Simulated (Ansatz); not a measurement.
Two shapes of singlet CH₃(+).

Shape 1:

```xyz
4

C     0.0336   -0.0010    0.0370
H     1.1130   -0.0120    0.0477
H    -0.5226    0.9853   -0.0280
H    -0.5979   -0.9391    0.0102
```

Shape 2:

```xyz
4

C     0.0000    0.0000    0.0000
H     1.1041    0.0000    0.0000
H    -0.5520    0.9562    0.0000
H    -0.5520   -0.9562    0.0000
```

Basis set: 6-31G* (spherical functions). Frozen core: 1 orbital. Charge 1, multiplicity 1.

Computed with Ansatz (development build ahead of 0.2.0); each method stands on the lowest determinant of its kind that the runs found.

(1) Which shape is lower in energy, and by how much in each method?

## Answers

(1)

```
 method  E(2) − E(1) (eV)
    RHF            -0.084
RHF-MP2            -0.069
```

Shape 2 is lower.
